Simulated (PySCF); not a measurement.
Molecule: allene (SMILES C=C=C).

Cartesian coordinates in Å; atom numbers follow the order of the lines, from 1:
```xyz
7

C     1.3039    0.1621   -0.1224
C     0.0132   -0.0152   -0.0098
C    -1.2775   -0.1917    0.1027
H     1.8976   -0.4250   -0.8309
H     1.8294    0.9031    0.4891
H    -1.9830    0.3807   -0.5089
H    -1.6918   -0.9161    0.8116
```

Spin–spin couplings on one PBE0-D3(BJ)/def2-SVP geometry, PySCF, gas phase, non-relativistic, equivalent pairs averaged; isotopes ¹³C, ¹H; functional B3LYP.

Reference values (Hz): ¹J(C1,H4) = 168.2 (measured; liquid or solution (compiled); San Fabian, Garcia de la Vega, Suardiaz et al., Magn. Reson. Chem. 2013, 51, 775 (SI)).

How do the couplings (Hz) change with the basis set? Times are CPU seconds on shared hosts with different chips, so compare them loosely. Far from the basis limit: 6-31G*, pcJ-0, 6-31G-J, def2-TZVP, cc-pVTZ.

## Answers


| basis set | functions | ¹J(C1,H4) | abs. error | core-s |
| --- | --- | --- | --- | --- |
| 6-31G* | 50 | 179.8 | 11.6 | 2.3 |
| pcJ-0 | 51 | 159.7 | 8.5 | 2.1 |
| 6-31G-J | 52 | 185.8 | 17.6 | 2.3 |
| def2-TZVP | 117 | 170.2 | 2.0 | 5.6 |
| pcJ-1 | 121 | 180.1 | 11.9 | 7.8 |
| cc-pVTZ | 146 | 163.5 | 4.7 | 7 |
| aug-cc-pVTZ-J | 218 | 182.2 | 14.0 | 13 |
| pcJ-2 | 249 | 180.1 | 11.9 | 15 |

Errors compare magnitudes, without vibrational corrections. Closest: def2-TZVP; furthest: 6-31G-J.

The Fermi-contact term samples the wavefunction at the nucleus, which is why sets with added tight s functions (names with J) are made for couplings. Agreement of an ordinary basis with the reference is then largely a cancellation of errors.
